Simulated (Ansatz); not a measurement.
# LiC+ (triplet): from Hartree-Fock to the top rungs, def2-QZVPP

One table from this session's results is given with a row withheld; the runs are named, their logs left out.

Program: Ansatz 0.2.0, Gaussian basis. Level of theory: def2-QZVPP, core rule «outside noble gas», up to 2 orbitals frozen. These are calculated values, not measurements.

The runs, in order: UHF; ROHF; CCSD(T) on UHF.

2 further runs of the same task are left out: 2 set aside as unsound or not needed.

**The geometry**

The geometry is a PBE0/def2-TZVP stationary point (not a proven minimum) of the parent state, kept for this charge and spin.

2 atoms, charge 1, spin multiplicity 3.

Atoms are counted from 1 here; the program's logs count them from 0.

Bond lengths: C1–Li2 2.292 Å.

The first run:

Input file in.yaml:

```yaml
crystal:
  periodic: [false, false, false]
  atoms:
    - {symbol: C, position_ang: [0.000000, 0.000000, 0.000000]}
    - {symbol: Li, position_ang: [0.000000, 0.000000, 2.292400]}
basis:
  gaussian: {orbitals: "def2-QZVPP.json"}
total_charge: 1
magnetization: {spin_polarized: true, initial_magnetization: 2}
hamiltonian: {xc: hf}
output: {orbitals: {seedname: orbitals}}
```

Launch:

```
> ansatz run in.yaml --threads 1 --pin off --events-out ev --progress --plain --max-ram 2393MiB
```

Steps of the session up to this table: UHF; ROHF; CCSD(T) on UHF.

One table of the session follows, with a row left open; its other results are not shown here.

It belongs to the step «Misses and costs». 

| method | from UCCSD(T) (meV) |
| --- | --- |
| ROHF | +2616.3 |
| UHF | +2493.3 |
| UMP2 | ? |
| UCCSD | +63.0 |
| UCCSD(T) | 0 |

Q: Estimate the row for UMP2 from the others.

The run gave: from UCCSD(T) (meV): +568.8. In the column «from UCCSD(T) (meV)» it lies between UCCSD (+63.0) and UHF (+2493.3).
